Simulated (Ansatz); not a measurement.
# AlC₂ (sextet): wave-function methods side by side, def2-QZVPP

The task here is to estimate one member of a computed series from the others.

Method: def2-QZVPP, core rule «outside noble gas», up to 7 orbitals frozen; program: Ansatz 0.2.0, Gaussian basis.

Plan: UHF; ROHF; CCSD(T) on UHF.

5 further runs of the same task are left out: 1 that didn't finish, 4 set aside as unsound or not needed. Runs told in other sessions of the task aren't counted.

### What is computed

The geometry is a PBE0/def2-TZVP stationary point (not a proven minimum) of the parent state, kept for this charge and spin.

3 atoms, charge 0, spin multiplicity 6.

Atoms are counted from 1 here; the program's logs count them from 0.

Bond lengths: C1–Al2 1.931 Å, Al2–C3 1.931 Å. Angles: C1–Al2–C3 180.0°.

The first run:

in.yaml

```yaml
crystal:
  periodic: [false, false, false]
  atoms:
    - {symbol: C, position_ang: [0.000000, 0.000000, 1.931400]}
    - {symbol: Al, position_ang: [0.000000, 0.000000, 0.000000]}
    - {symbol: C, position_ang: [0.000000, 0.000000, -1.931400]}
basis:
  gaussian: {orbitals: "def2-QZVPP.json"}
magnetization: {spin_polarized: true, initial_magnetization: 5}
hamiltonian: {xc: hf}
output: {orbitals: {seedname: orbitals}}
```

Launch:

```console
> ansatz run in.yaml --threads 1 --pin off --events-out ev --progress --plain --max-ram 2393MiB
```

Among the steps run: UHF; ROHF; CCSD(T) on UHF.

One table of the session follows, with a row left open; its other results are not shown here.

| method | from UCCSD(T) (meV) |
| --- | --- |
| ROHF | ? |
| UHF | +8252.5 |
| UMP2 | +1621.1 |
| UCCSD | +477.4 |
| UCCSD(T) | 0 |

Estimate the missing values for ROHF.

The run gave: from UCCSD(T) (meV): +8730.1. In the column «from UCCSD(T) (meV)» it is the highest.
